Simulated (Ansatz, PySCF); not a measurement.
This Ansatz (an electronic-structure program) input computes a B3LYP/def2-TZVPD energy:

Ansatz 0.2 input:
```yaml
crystal:
  periodic: [false, false, false]
  atoms:
    - {symbol: O, position_ang: [-0.00967373, 0.04563775, 1.10330363]}
    - {symbol: C, position_ang: [0.00178170, 1.15541318, 0.29161270]}
    - {symbol: C, position_ang: [-0.00658038, -1.04837760, 0.29156764]}
    - {symbol: C, position_ang: [0.01154327, 0.72839088, -0.98368653]}
    - {symbol: C, position_ang: [0.00648472, -0.69033507, -1.02009325]}
    - {symbol: H, position_ang: [0.00104465, 2.11115768, 0.78054654]}
    - {symbol: H, position_ang: [-0.01464815, -2.00173065, 0.79019247]}
    - {symbol: H, position_ang: [0.01161747, -1.34507735, -1.87357137]}
basis:
  gaussian:
    orbitals: def2-TZVPD
hamiltonian:
  xc: {name: B3LYP}
magnetization: {spin_polarized: true, initial_magnetization: 1}
output: {forces: true}
```

**Question.** Write an input for the same energy in PySCF and say what it gives.

**Answer.** 
```python
from pyscf import gto, scf, dft

mol = gto.M(
    atom='''
    O    -0.00967373    0.04563775    1.10330363
    C     0.00178170    1.15541318    0.29161270
    C    -0.00658038   -1.04837760    0.29156764
    C     0.01154327    0.72839088   -0.98368653
    C     0.00648472   -0.69033507   -1.02009325
    H     0.00104465    2.11115768    0.78054654
    H    -0.01464815   -2.00173065    0.79019247
    H     0.01161747   -1.34507735   -1.87357137
    ''',
    basis='def2-tzvpd',
    charge=0,
    spin=1,
    verbose=4,
)

mf = dft.UKS(mol, xc='b3lyp').density_fit(auxbasis='def2-universal-jkfit')
mf.grids.level = 3
mf.conv_tol = 1e-9
mf.max_cycle = 100
mf.max_memory = 1500
mf.kernel()
if not mf.converged:
    mf = mf.newton()
    mf.kernel(mf.make_rdm1())
for _ in range(2):
    mo, _, stable, _ = mf.stability(return_status=True)
    if stable:
        break
    mf.kernel(mf.make_rdm1(mo, mf.mo_occ))
mf.analyze()
```
It gives -229.41547 Eh, and Ansatz -229.41542 Eh, a difference of 0.05 mEh, from the treatment of integrals and grids.

It need not be the lowest isomer of its formula.
